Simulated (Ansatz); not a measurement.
# B2 (triplet): up Jacob's ladder to CCSD(T)

An exercise on one series of results from a longer session: the logs are not shown, and one member is left open.

The runs use Ansatz 0.2.0, Gaussian basis; functionals in def2-TZVPP, the program's frozen cores in correlated methods.

Levels to be run: LDA (SPW92), PBE-D4, revPBE-D4, BLYP-D4, r2SCAN-D4, B97M-V, PBE0-D4, B3LYP-D4, r2SCANh-D4, r2SCAN0-D4, HSE06-D4, BHLYP-D4, CAM-B3LYP-D4, LC-ωPBE, ωB97X-V, ωB97M-V, B2PLYP, PBE-QIDH; CCSD(T)/def2-SVP; CCSD(T)/def2-TZVPP; CCSD(T)/def2-QZVPP; extrapolation to the limit; RPA on PBE.

### Structure used throughout

All runs share one geometry, relaxed beforehand with PBE0-D4 in a triple-zeta def2 set.

2 atoms, charge 0, spin multiplicity 3.

Atoms are counted from 1 here; the program's logs count them from 0.

Bond lengths: B1–B2 1.562 Å.

As a file:

```xyz
2
charge 0, multiplicity 3
B     0.00000    0.00000   -0.07833
B     0.00000    0.00000    1.48345
```

The first run:

File in.yaml:

```yaml
crystal:
  periodic: [false, false, false]
  atoms:
    - {symbol: B, position_ang: [-0.000000, 0.000000, -0.078331]}
    - {symbol: B, position_ang: [0.000000, -0.000000, 1.483451]}
basis:
  gaussian: {orbitals: def2-TZVPP}
magnetization: {spin_polarized: true, initial_magnetization: 2}
hamiltonian: {xc: lda}
output: {orbitals: {seedname: orbitals}}
```

Launch:

```bash
> ansatz run in.yaml --threads 2 --pin off --events-out ev --progress --plain --max-ram 32768MiB --backend cpu
```

Steps of the session up to this table: LDA; PBE-D4 (GGA); revPBE-D4 (GGA); BLYP-D4 (GGA); r2SCAN-D4 (meta-GGA); B97M-V (meta-GGA); PBE0-D4 (hybrid); B3LYP-D4 (hybrid); r2SCANh-D4 (hybrid); r2SCAN0-D4 (hybrid); HSE06-D4 (hybrid); BHLYP-D4 (hybrid); CAM-B3LYP-D4 (range-separated); LC-ωPBE (range-separated); ωB97X-V (range-separated); ωB97M-V (range-separated); B2PLYP (double hybrid); PBE-QIDH (double hybrid).

One of the session's tables, all rows but one given; the rest of the session is left out.

It belongs to the step «Frontier levels by functional». 

| functional | HOMO (eV) | LUMO (eV) | gap (eV) |
| --- | --- | --- | --- |
| LDA (SPW92) | -6.17 | -5.24 | 0.93 |
| PBE-D4 | -6.08 | -4.62 | 1.46 |
| revPBE-D4 | -6.04 | -4.50 | 1.54 |
| BLYP-D4 | ? | ? | ? |
| r2SCAN-D4 | -6.32 | -3.92 | 2.40 |
| B97M-V | -6.15 | -4.65 | 1.50 |
| PBE0-D4 | -7.10 | -3.45 | 3.65 |
| B3LYP-D4 | -6.77 | -3.92 | 2.85 |
| r2SCANh-D4 | -6.70 | -3.55 | 3.15 |
| r2SCAN0-D4 | -7.27 | -3.01 | 4.26 |
| HSE06-D4 | -6.70 | -3.84 | 2.86 |
| BHLYP-D4 | -7.82 | -2.47 | 5.36 |
| CAM-B3LYP-D4 | -8.26 | -2.49 | 5.77 |
| LC-ωPBE | -9.77 | -0.99 | 8.78 |
| ωB97X-V | -9.23 | -1.59 | 7.64 |
| ωB97M-V | -9.02 | -1.96 | 7.06 |

Estimate the missing values for BLYP-D4.

Worked estimate for «HOMO (eV)». Against the share of exact exchange, B3LYP-D4 (0.2, -6.77), BHLYP-D4 (0.5, -7.82) give a slope of -3.50 per unit share; at 0 the line stands at -6.07.

As computed: HOMO (eV): -5.82; LUMO (eV): -4.71; gap (eV): 1.11. In «HOMO (eV)» the line misses by -0.25.
